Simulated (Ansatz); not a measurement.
The cell was built from the bcc type and relaxed in the same program, and has space group Im-3m; it needn't be a known or the stable phase.

Ta: DFT, PBE, PAW with Ansatz's default frozen-core files, scalar-relativistic (Ansatz 0.2.0). What sets it apart from a plain run of this crystal: PAW files, cutoff 800 eV.

Command: `ansatz run input.yaml --threads 1 --pin off --max-ram 2048MiB --backend cpu --events-out ev --progress --plain --runs-dir out` The run took 2.6 s on 1 thread of AMD EPYC 9R14 (Zen 4) (shared host), peak memory 0.46 GiB.

```yaml
crystal:
  lattice:
    - [-1.6604479152, 1.6604479152, 1.6604479152]
    - [1.6604479152, -1.6604479152, 1.6604479152]
    - [1.6604479152, 1.6604479152, -1.6604479152]
  atoms:
    - { symbol: Ta, position: [0.0, 0.0, 0.0] }
kpoints:
  mp_grid: { grid: [16, 16, 16] }
scf:
  occupations: { method: fermi_dirac, width: 0.08 }
hamiltonian:
  xc: pbe
  pseudopotentials: { kind: paw }
output:
  forces: true
  stress: true
  eigenvalues: true
  efg: { contact_densities: true }
basis:
  ecutwfc: 800
```

Output:

```
Ta: output.efg is read without spin–orbit coupling, which moves field gradients at and beside such atoms by some per cent and up to a factor of two; PAW files take it under magnetization.noncollinear and magnetization.spin_orbit
Engine: ansatz 0.2.0
Pseudopotentials: kind: paw
Pseudopotential: Ta, paw, valence charge 13, recommended cutoff 420 eV (normal)
Functional definition: PBE
  parameter kappa = 0.804
  parameter beta = 0.06672455060314922
  exchange = pbe_x(kappa = kappa, mu = beta*pi^2/3)
  correlation = pbe_c(beta = beta)
Crystal: 1 atoms, lattice volume = 18.312 Å³
Basis set: ecut = 800 eV, 959 PW (Γ), exchange–correlation on 54×54×54 points (8 copies of the dense FFT grid, shifted against one another)
Bands: 11, of which v1, the nominal top of the filled ones, is band 7 counted from 1 (6 counted from 0)
Symmetry: 48 space group operations
Space group: Im-3m (ITA 229), of the structure as read, at distance tolerance 2.6e-5 Å
k-points: 145 of 4096
Non-local potential: Ta, projectors of the file, l = 0: 3, l = 1: 2, l = 2: 2, l = 3: 1
PAW form: soft (Blöchl's): semilocal exchange-correlation on the pseudo side does not see the compensation charge
PAW one-centre angular grid: Ta, 590 points (default); XC on 64 Gauss nodes
Initial density: superposition of atomic densities (neutral atoms: chi_scale 0, normalization atom), corrected by the library's trained network
Initial wavefunctions: pseudopotential atomic-orbital guess
Functional: x = pbe(κ = 0.804, μ = 0.2195149727645171), c = pbe(β = 0.06672455060314922)
SCF iter   1: F=—  HF=-9932.264137 eV  |F-HF|=—  |Δ(HF+E_count)|=         —  Δρ=2.18e-3  dr2=2.38e-4  ethr=1.77e-3  ⟨swp⟩=5.5  Hψ=9287  notcnv=0
preconditioner: auto → none  [metal: Δε(μ)=0.013 eV  Ē_g=8.182 eV  σ=0.080 eV  W_gap=0.04  n_scr=0 (ndim 8)  ℏωp=19.4 eV  f_vac=0.000  D(μ)=1.48/eV (n_scr^D=18)]
SCF iter   2: F=—  HF=-9932.264174 eV  |F-HF|=—  |Δ(HF+E_count)|=   3.66e-5  Δρ=1.10e-3  dr2=6.41e-5  ethr=1.83e-6  ⟨swp⟩=2.2  Hψ=3456  notcnv=0
SCF iter   3: F=—  HF=-9932.264243 eV  |F-HF|=—  |Δ(HF+E_count)|=   6.99e-5  Δρ=1.89e-4  dr2=3.49e-6  ethr=4.93e-7  ⟨swp⟩=3.0  Hψ=2573  notcnv=0
SCF iter   4: F=—  HF=-9932.264242 eV  |F-HF|=—  |Δ(HF+E_count)|=   1.61e-6  Δρ=6.44e-5  dr2=2.61e-7  ethr=2.69e-8  ⟨swp⟩=2.1  Hψ=2271  notcnv=0
iter 5 did not close the SCF: its close was put off for the readings that it lacked (scf_convergence_deferred on its scf_iter line)
SCF iter   5: F=-9932.264242 eV  HF=-9932.264242 eV  |F-HF|=1.57e-8  |Δ(HF+E_count)|=   1.00e-7  Δρ=2.27e-5  dr2=2.86e-8  ethr=2.01e-9  ⟨swp⟩=2.0  Hψ=2507  notcnv=0
SCF iter   6: F=-9932.264242 eV  HF=-9932.264242 eV  |F-HF|=2.91e-11  |Δ(HF+E_count)|=   1.06e-8  Δρ=1.03e-6  dr2=6.85e-11  ethr=2.20e-10  ⟨swp⟩=3.1  Hψ=5672  notcnv=0
SCF 1 converged in 6 iterations: F = -9932.264242 eV  dr2 = 6.85e-11
  greatest PAW one-centre occupation: 0.999 electrons in one spin orbital (limit 2), on the Ta atom at site 0 (counted from 0), in its partial waves of l = 0
SCF converged after 6 iterations
Free energy (F): -9932.264242 eV
Harris-Foulkes:  -9932.264242 eV  (|F-HF|=2.91e-11)
Internal energy: -9932.233634 eV  (E = F + TS)
E sigma→0 (E₀):  -9932.248938 eV
Entropy (-TS):   -0.030608 eV (-30.608 meV/atom)
Fermi energy:    18.289522 eV
--- Per-component energies (eV) ---
  E_band       = -108.023819
  E_kinetic    = 365.565152
  E_local      = -556.855319  (includes V_loc(G=0)·N_el)
  E_nonlocal   = 14.696722
  E_hartree    = 192.678929
  E_xc         = -218.324226
  E_vxc        = -203.867572  (∫ρ·V_xc dr)
  E_paw        = -8396.586537  (= ΣΔE_a)
  E_vpaw       = -112.920562  (= ΣTr[D̂ρ^β])
  E_aug_tail   = -0.000002  (compensation charges beyond the density's cutoff)
  E_ewald      = -1333.408353
  E_smearing   = -0.030608  (= −TS)
  E_closure    = 0.000000  (closes the sum)
  Σ components = -9932.264242   (vs F -9932.264242, Δ=0.00e0)
--- Forces (eV/Å), atoms counted from 1 ---
  atom   1  Ta     0.00000000    -0.00000000     0.00000000
  max |Σ_I F_I| component: 1.05e-30 eV/Å
--- Stress (GPa, compression-positive) ---
        0.021545       0.000000       0.000000
        0.000000       0.021545       0.000000
        0.000000      -0.000000       0.021545
  P = ⅓ Tr σ = 0.0215 GPa (0.215 kbar)
--- PAW observables at the nuclei: V_zz in 10²¹ V/m², potentials from the cell's mean, atoms counted from 1 ---
  atom   1  Ta V_zz =    +0.000000   η = 0.0000   by run symmetry: forbidden
            electrostatic potential = -14501.132439 V   contact ρ = 8154555.219793 e/Å³
--- Band table (eV; the first three rows and the last of 145) ---
  k-point 0: bands = ["-48.8277", "-14.7976", "-14.7976", "-14.7976", "10.4569", "19.0257", "19.0257", "19.0257", "22.2426", "22.2426", "32.8468"]
  k-point 1: bands = ["-48.8237", "-14.8435", "-14.8118", "-14.7978", "10.6272", "18.9146", "18.9935", "19.1933", "22.0621", "22.2429", "32.9996"]
  k-point 2: bands = ["-48.8121", "-14.9725", "-14.8521", "-14.7985", "11.1168", "18.6147", "18.8504", "19.6896", "21.7201", "22.2557", "33.3620"]
  k-point 144: bands = ["-48.6396", "-15.5764", "-15.5764", "-15.5764", "14.5851", "14.5851", "24.9979", "24.9979", "24.9979", "26.7535", "26.7535"]
```

Spin polarisation is left out, and whether a magnetic state lies lower isn't shown here.
